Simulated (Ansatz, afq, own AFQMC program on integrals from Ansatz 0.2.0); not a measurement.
AFQMC on a folder of integrals that Ansatz 0.2.0 wrote.

```yaml
crystal:
  periodic: [false, false, false]
  atoms:
    - {symbol: Si, position_ang: [-2.416410, -0.839991, 0.211799]}
    - {symbol: Si, position_ang: [-0.466616, -0.086576, 1.290805]}
    - {symbol: N, position_ang: [0.804990, 0.380089, 0.131645]}
    - {symbol: Si, position_ang: [2.175197, -0.680312, -0.060834]}
    - {symbol: Cl, position_ang: [1.576297, -2.537974, -0.758160]}
    - {symbol: Si, position_ang: [0.530772, 1.717587, -0.947582]}
    - {symbol: Cl, position_ang: [-0.483356, 1.113269, -2.654663]}
    - {symbol: H, position_ang: [-3.095077, 0.291814, -0.488939]}
    - {symbol: H, position_ang: [-3.349821, -1.394023, 1.242630]}
    - {symbol: H, position_ang: [-2.070142, -1.909423, -0.770448]}
    - {symbol: H, position_ang: [-0.777115, 1.084793, 2.168375]}
    - {symbol: H, position_ang: [0.113029, -1.176804, 2.134045]}
    - {symbol: H, position_ang: [2.841308, -0.916875, 1.246698]}
    - {symbol: H, position_ang: [3.099832, -0.079420, -1.057923]}
    - {symbol: H, position_ang: [1.825939, 2.297838, -1.386132]}
    - {symbol: H, position_ang: [-0.331625, 2.713406, -0.257018]}
basis:
  gaussian: {orbitals: def2-SVP}
magnetization: {spin_polarized: false}
correlation: {method: ccsd_t, electrons: outside_noble_gas, hamiltonian_folder: ham}
```

```sh
$ ansatz run in.yaml --threads 1 --pin off --events-out ev --progress --plain --max-ram 16896MiB --backend cuda --devices 0, --max-vram 18GiB
```

afq runs on the folder ham with

```
--method phaseless --trial hf --walkers 700 --populations 10 --least-time 40 --time-step 0.005 --steps-per-block 20 --equilibration-blocks 112 --max-blocks 4000 --target-error 0.002 --factor-cut 1e-05 --seed 1577 --taylor-order 6
```

Times are imaginary, in 1/Eh. The walk had a cap of 138 s. With eight or more populations the least sampling time is a fifth of least-time, and the error comes from their spread.

Output of the walk:

```
orbitals 136  electrons 22 22  factors 1130 of 1586
reference energy -2133.90149279 Eh
CCSD correlation -0.92310924 Eh in 10 cycles, weight of the determinant in the CISD state 0.6991
energy of the start -2133.901493 Eh
 block  time / (1/Eh)  mean weight  energy / Eh
     1     0.100  1.0036  -2134.105904
     2     0.200  1.0069  -2134.264901
     3     0.300  1.0069  -2134.382896
     4     0.400  1.0064  -2134.479836
     5     0.500  1.0056  -2134.544932
     7     0.700  1.0047  -2134.649382
     9     0.900  1.0034  -2134.719382
    13     1.300  1.0018  -2134.772583
    37     3.700  1.0003  -2134.841430
    61     6.100  0.9990  -2134.855057
    85     8.500  0.9996  -2134.842012
   109    10.900  0.9999  -2134.838713
   133    13.300  0.9982  -2134.833757
   157    15.700  1.0001  -2134.842389
   181    18.100  0.9999  -2134.850260
   205    20.500  1.0006  -2134.880690
   229    22.900  1.0009  -2134.834860
   253    25.300  1.0003  -2134.853919
   277    27.700  0.9997  -2134.838146
   301    30.100  1.0000  -2134.853021
   313    31.300  1.0000  -2134.895460
   325    32.500  0.9998  -2134.892070
   349    34.900  0.9976  -2134.841188
   373    37.300  1.0006  -2134.845569
   397    39.700  1.0013  -2134.880586
   421    42.100  1.0012  -2134.881644
   445    44.500  0.9993  -2134.868950
   469    46.900  0.9991  -2134.850894
   481    48.100  0.9984  -2134.870975
error from the spread of 10 populations
energy -2134.858713 +/- 0.001988 Eh
(rows thinned)
```

The run passed its tests (sampling time, drift between the halves within three errors, error under three times the target), which doesn't prove that it has relaxed. The second half of the sampling lies below the first by 2.9 errors of their difference, so the energy may still be moving and its error bar be too small.

Against this walk (error 54.1 meV) on the same determinant: CCSD(T) 262.5 meV higher, a separate phaseless walk with a CISD trial and standard settings 167.3 ± 55.8 meV higher. The error is statistical and leaves out the bias of the constraint. None of these is a sure reference here.

Cautions: constraint bias not in the error.

The walk took 66 s on 1 × NVIDIA H100 80GB HBM3 with 2 threads of AMD EPYC 7R13 Processor (Zen 3), on a shared host (the card was shared). The log's last line is the phaseless energy.
